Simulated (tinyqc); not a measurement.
Extended Hueckel theory, for LiH-, step by step. The parameters take no account of the charge, which enters only through the electron count, and nothing here shows that the anion is bound. One step of it, computed by the program tinyqc.

Question. Mulliken analysis. P = C n C^T; charge = valence electrons (Li 1, H 1) minus the sum of (P S)_ii on the atom; overlap population = 2 sum P_ij S_ij between two atoms.

coefficients:
```
               MO1        MO2       MO3        MO4        MO5
1Li 2s    0.028472   0.895030  0.000000   0.000000   0.645157
1Li 2px   0.000000   0.000000  0.776045  -0.630677   0.000000
1Li 2py   0.000000   0.000000  0.630677   0.776045   0.000000
1Li 2pz  -0.038537  -0.456948  0.000000   0.000000   1.080295
2H 1s     1.007099  -0.152748  0.000000   0.000000  -0.746900
```

occupations: 2.000000  1.000000  0.000000  0.000000  0.000000

overlap S, lower triangle:
```
           1Li 2s   1Li 2px   1Li 2py   1Li 2pz     2H 1s
1Li 2s   1.000000
1Li 2px  0.000000  1.000000
1Li 2py  0.000000  0.000000  1.000000
1Li 2pz  0.000000  0.000000  0.000000  1.000000
2H 1s    0.369746  0.000000  0.000000  0.486314  1.000000
```

Give: charges; Overlap populations.

Answer.

charges: 1Li 0.0187, 2H -1.0187

Overlap populations:

| pair | value |
|---|---|
| 2-1 | -0.066300 |
